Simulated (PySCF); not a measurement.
Mapped SMILES: `[CH:1]#[C:2][C:3](=[CH2:4])[S:5][CH3:6]` (H(Xn): hydrogen on atom n). Ha(C4) is cis to C2; Hb(C4) is trans to C2.

Geometry: PBE0-D3(BJ)/def2-SVP; GIAO absolute shieldings from PySCF 2.14.0 with density-fitted response routines, gas phase, non-relativistic, averaged over equivalent atoms.

At B3LYP/pcSseg-1 (139 basis functions, 8.8 s wall time on 1 thread of an Arm Neoverse V2, shared host):
```csv
atoms,σ (ppm)
C3,39.8
C4,54.2
C1,90.3
C2,98.3
C6,159.1
S5,439.2
Ha(C4),25.59
Hb(C4),25.89
H(C1),28.15
H(C6),29.17
```

What do these become at BLYP/pcSseg-1?

Answers


| atoms | σ at BLYP/pcSseg-1 | change |
| --- | --- | --- |
| C3 | 37.4 | -2.4 |
| C4 | 54.7 | +0.5 |
| C1 | 89.3 | -1.0 |
| C2 | 93.3 | -5.0 |
| C6 | 154.3 | -4.8 |
| S5 | 406.8 | -32.4 |
| Ha(C4) | 25.67 | +0.08 |
| Hb(C4) | 25.99 | +0.10 |
| H(C1) | 28.22 | +0.07 |
| H(C6) | 29.12 | -0.05 |

The largest change is at S5 (sulfide sulfur). Cost: 139 basis functions, 14 s wall time on 1 thread of an Arm Neoverse V2, shared host. The order of the carbon signals is the same at both levels.
